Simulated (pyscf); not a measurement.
This saddle point was located with ωB97X-D3(BJ)/def2-SVP in PySCF.

```xyz
8

P     -0.9601    -0.9169    -0.5825
P     -0.6634     1.1087     0.2797
H     -0.9321    -0.0517    -2.0571
H     -1.6903    -1.3997     0.5959
H     -2.0115     1.2736     0.7109
H     -0.2326     0.6521     1.5590
H      0.5162    -0.5577    -1.3669
H      0.1166     0.0567    -2.1281
```

Surface: singlet, charge 0. Lowest wavenumbers (cm⁻¹): 2292i, 212, 448, 495, 650.

Problem. What reaction is this the transition state of?

Solution. H₂P–PH₂ (SMILES PP) + H₂ (SMILES [H][H]) ⇌ H₂P–PH₂ (SMILES PP) + H₂ (SMILES [H][H]), a four-centre exchange read from left to right: H–P, H–H broken and H–P, H–H formed. At ωB97M-D3(BJ)/def2-TZVP it lies +3.27 eV from the left side and +3.27 eV from the right (each side as separated species at their lowest minima found). From the product side, PH₂• + PH₂• + H₂ lies, by one bond made or cut, 0.58 eV under this saddle at ωB97M-D3(BJ)/def2-TZVP. The same reactants have a lower exit, to PH₂• + PH₂• + H₂ (no saddle counted: cutting one bond costs +2.70 eV at ωB97M-D3(BJ)/def2-TZVP, against +3.27 eV here). This is the saddle that the search found; another between the same sides may lie lower.
